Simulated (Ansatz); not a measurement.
**Crystal structures of phosphorus under r²SCAN**

Level of theory: DFT, r2SCAN, plane waves (500 eV) with PAW, scalar-relativistic (Ansatz). (PAW data from PBE, frozen cores regenerated.)

Each structure is relaxed within its own symmetry, so a high-lying one may be dynamically unstable. No dispersion correction is added.

```csv
structure,ΔE (meV/atom),V (Å³/atom),cell,magnetic state
black phosphorus,0,20.67,"a = 3.308 Å, b = 10.997 Å, c = 4.547 Å",spin not included
simple cubic,141,14.37,a = 2.431 Å,spin not included
diamond,662,19.94,a = 5.423 Å,spin not included
omega (AlB2-type),901,14.45,"a = 4.475 Å, c = 2.499 Å (c/a = 0.558)",spin not included
bcc,905,14.35,a = 3.061 Å,spin not included
dhcp,1039,14.91,"a = 2.610 Å, c = 10.106 Å (c/a = 3.872)",spin not included
fcc,1101,14.64,a = 3.883 Å,spin not included
A15,1126,14.82,a = 4.912 Å,spin not included
```

ΔE counts from black phosphorus.

Differences under about 8 meV lie within the error of the k-point mesh.
